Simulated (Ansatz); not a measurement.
A calculation with Ansatz (development build ahead of 0.2.0).

```yaml
crystal:
  periodic: [false, false, false]
  atoms:
    - { symbol: "N", position_ang: [-0.02458, 0.04351, -0.55323] }
    - { symbol: "N", position_ang: [0.02599, 0.02897, 0.58618] }
basis:
  gaussian: { orbitals: aug-cc-pVDZ }
total_charge: 1
magnetization:
  spin_polarized: true
  initial_magnetization: 1
hamiltonian:
  xc: hf
correlation:
  method: mp2
  frozen_orbitals: { "N": 1 }
```

The input is written out in the form of the current development build from the run's settings.

Output:

| Quantity | Value |
| --- | --- |
| Converged | yes |
| Reference energy | -108.40401 hartree |
| Correlation energy | -0.26077 hartree |
| Total energy | -108.66478 hartree |
| Spin squared of the determinant | 0.798 |

Caution: MP2 on this radical cation hangs on the determinant chosen.
